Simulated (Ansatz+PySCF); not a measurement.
A calculation with PySCF 2.14.0.

```python
from pyscf import gto, scf, mp

mol = gto.M(atom="""
C -0.967510 -0.635100 0.000000
C -0.021550 0.480860 0.000000
H -0.444770 -1.595120 0.000000
H -1.606850 -0.550560 0.881060
H -1.606850 -0.550560 -0.881060
O 1.173520 0.422520 0.000000
""", basis='cc-pvtz', charge=0, spin=1)
mf = scf.UHF(mol)
mf.kernel()
pt = mp.MP2(mf, frozen=3).run()
print(mf.e_tot, pt.e_corr, pt.e_tot)
```

The script is written out from the run's settings.

The run gave:

* Converged: yes
* Reference energy: -152.35308 hartree
* Correlation energy: -0.53948 hartree
* Total energy: -152.89256 hartree
* Spin squared of the determinant: 0.764
